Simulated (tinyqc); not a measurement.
Harmonic frequencies on the RHF/sto-6g surface (energies and gradients from PySCF), for H2O, spin multiplicity 1, step by step. Computed by tinyqc, a small Python program that keeps every step (integrals from PySCF). Settings: charge = 0, multiplicity = 1, basis = sto-6g, delta = 0.01. Command: `OMP_NUM_THREADS=1 python tinyqc.py 26433 26434 out.jsonl` (the two numbers bound the seeds that draw the settings). One thread of a shared host (Intel(R) Xeon(R) Processor @ 2.60GHz), about 3 s of CPU time with the checks.

## One row of the Hessian: 3Hy

optimised positions (bohr):
```
            x          y         z
1O  -0.049841   0.030033  0.019382
2H   0.070316   1.408864  1.267822
3H  -0.043151  -1.442676  1.161881
```

gradient at +delta (hartree/bohr):
```
              x            y            z
1O  -0.00004327  -0.00418593   0.00212188
2H   0.00001742  -0.00036831   0.00057705
3H   0.00002585   0.00455424  -0.00269893
```

gradient at -delta (hartree/bohr):
```
              x            y            z
1O   0.00004364   0.00411533  -0.00203355
2H  -0.00001798   0.00035948  -0.00057610
3H  -0.00002566  -0.00447482   0.00260965
```

Displace 3Hy by +/-0.01 bohr; H(k, :) = (g(+) - g(-)) / (2 delta).

row of the Hessian (hartree/bohr^2): 1Ox -0.00434552, 1Oy -0.41506341, 1Oz 0.20777150, 2Hx 0.00177002, 2Hy -0.03638948, 2Hz 0.05765768, 3Hx 0.00257549, 3Hy 0.45145288, 3Hz -0.26542918

## Hessian by finite differences

All rows are made in the same way, and the matrix is symmetrised.

Hessian (symmetrised) (hartree/bohr^2):
```
             1Ox          1Oy          1Oz          2Hx          2Hy          2Hz          3Hx          3Hy
1Ox   0.00301718   0.03000717   0.03419158  -0.00264806  -0.02566163  -0.03063447  -0.00036738  -0.00434553
1Oy   0.03000717   0.78767735   0.00478530  -0.03217219  -0.37261554  -0.33192732   0.00216501  -0.41506290
1Oz   0.03419158   0.00478530   0.62363124  -0.02612618  -0.21254348  -0.33189822  -0.00806581   0.20775805
2Hx  -0.00264806  -0.03217219  -0.02612618   0.00265640   0.03040209   0.02751251  -0.00000921   0.00177010
2Hy  -0.02566163  -0.37261554  -0.21254348   0.03040209   0.40900566   0.27427002  -0.00474055  -0.03638951
2Hz  -0.03063447  -0.33192732  -0.33189822   0.02751251   0.27427002   0.31457855   0.00312218   0.05765728
3Hx  -0.00036738   0.00216501  -0.00806581  -0.00000921  -0.00474055   0.00312218   0.00037572   0.00257554
3Hy  -0.00434553  -0.41506290   0.20775805   0.00177010  -0.03638951   0.05765728   0.00257554   0.45145288
3Hz  -0.00355711   0.32714212  -0.29173739  -0.00138635  -0.06172715   0.01732190   0.00494367  -0.26541482

             3Hz
1Ox  -0.00355711
1Oy   0.32714212
1Oz  -0.29173739
2Hx  -0.00138635
2Hy  -0.06172715
2Hz   0.01732190
3Hx   0.00494367
3Hy  -0.26541482
3Hz   0.27441764
```

## Normal modes

masses (u): 1O 15.994915, 2H 2.014102, 3H 1.007825

Diagonalise H_ij / sqrt(m_i m_j); the 6 smallest eigenvalues belong to translations and rotations; wavenumber = sqrt(eigenvalue / 1822.888) x 219474.63; each mode has its largest component positive (the first on a tie); zero-point energy = sum of wavenumbers / 2, with 349.755 1/cm per kcal/mol. A mass of 2.014 u marks deuterium.

eigenvalues of the mass-weighted Hessian (hartree/(bohr^2 u)): -0.000020  0.000000  0.000000  0.000000  0.000005  0.000009  0.135634  0.354691  0.679290

harmonic wavenumbers of the vibrations (1/cm): 1893.2  3061.5  4236.7

mass-weighted modes:
```
        mode 1     mode 2     mode 3
1Ox  -0.015547  -0.020760  -0.001621
1Oy   0.013802  -0.226790  -0.213549
1Oz  -0.294565  -0.223631   0.118148
2Hx   0.007365   0.060186   0.005795
2Hy  -0.381190   0.715557   0.050863
2Hz   0.399011   0.608128   0.071047
3Hx   0.051525  -0.002379  -0.001734
3Hy   0.483896  -0.108073   0.778836
3Hz   0.609442   0.031212  -0.571120
```

zero-point energy = 13.139730 kcal/mol
